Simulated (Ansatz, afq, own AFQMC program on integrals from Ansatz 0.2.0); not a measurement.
Integrals from Ansatz 0.2.0, then the random walk in our own AFQMC program (afq).

```yaml
crystal:
  periodic: [false, false, false]
  atoms:
    - {symbol: Ge, position_ang: [-1.210800, -0.004383, -0.000002]}
    - {symbol: Ge, position_ang: [1.210800, 0.004383, 0.000002]}
    - {symbol: H, position_ang: [-1.751017, 1.434975, 0.008335]}
    - {symbol: H, position_ang: [-1.743167, -0.734187, 1.244034]}
    - {symbol: H, position_ang: [-1.743215, -0.719746, -1.252377]}
    - {symbol: H, position_ang: [1.751017, -1.434975, -0.008335]}
    - {symbol: H, position_ang: [1.743215, 0.719746, 1.252377]}
    - {symbol: H, position_ang: [1.743167, 0.734187, -1.244034]}
basis:
  gaussian: {orbitals: cc-pVDZ}
magnetization: {spin_polarized: false}
correlation: {method: ccsd_t, electrons: outside_noble_gas, hamiltonian_folder: ham}
```

```sh
$ ansatz run in.yaml --threads 1 --pin off --events-out ev --progress --plain --max-ram 1843MiB
```

afq runs on the folder ham with

```
--method phaseless --trial hf --walkers 120 --populations 1 --least-time 40 --time-step 0.005 --steps-per-block 20 --equilibration-blocks 112 --max-blocks 600 --target-error 0.00135 --factor-cut 1e-05 --seed 8407 --taylor-order 6
```

Times are imaginary, in 1/Eh. The walk had a cap of 2035 s. Filled inner d shells are frozen with the cores.

Log:

```
orbitals 56  electrons 7 7  factors 479 of 910
reference energy -4154.15013139 Eh
CCSD correlation -0.25457380 Eh in 9 cycles, weight of the determinant in the CISD state 0.8640
energy of the start -4154.150131 Eh
 block  time / (1/Eh)  mean weight  energy / Eh
     1     0.100  1.0010  -4154.196519
     2     0.200  1.0003  -4154.231864
     3     0.300  1.0007  -4154.263911
     4     0.400  1.0021  -4154.284469
     5     0.500  1.0006  -4154.306500
     8     0.800  0.9988  -4154.345605
    18     1.800  0.9996  -4154.380188
    69     6.900  0.9988  -4154.412486
   120    12.000  1.0012  -4154.417610
   171    17.100  0.9984  -4154.405115
   222    22.200  0.9998  -4154.406934
   273    27.300  0.9997  -4154.403235
   324    32.400  0.9998  -4154.415080
   375    37.500  0.9987  -4154.405234
   426    42.600  0.9996  -4154.417073
   477    47.700  1.0001  -4154.392170
   528    52.800  0.9997  -4154.414306
   579    57.900  0.9991  -4154.445171
   630    63.000  0.9993  -4154.409679
   681    68.100  0.9996  -4154.406650
   698    69.800  0.9994  -4154.411299
blocks merged  error / Eh  count
     1  0.000483  600
     2  0.000656  300
     4  0.000872  150
     8  0.001149  75
    16  0.001442  37
    32  0.001640  18
    64  0.001453  9
energy -4154.414580 +/- 0.001640 Eh
(rows thinned)
```

The run passed its tests (sampling time, drift between the halves within three errors, error under three times the target), which doesn't prove that it has relaxed.

Against this walk (error 44.6 meV) on the same determinant: CCSD(T) 115.9 meV higher. The error is statistical and leaves out the bias of the constraint. None of these is a sure reference here.

Cautions: constraint bias not in the error; error above the target (44.6 against 36.7 meV); no relativity below Rb; no spin-orbit coupling; inner d shell frozen.

The walk took 7 min on 1 thread of Arm Neoverse V1, with other jobs on the host. The log's last line is the phaseless energy.

A walk keeps the symmetry of its determinant, which the program's search chose and which needn't be the lowest solution, so a lower state of the same spin and another symmetry isn't excluded.
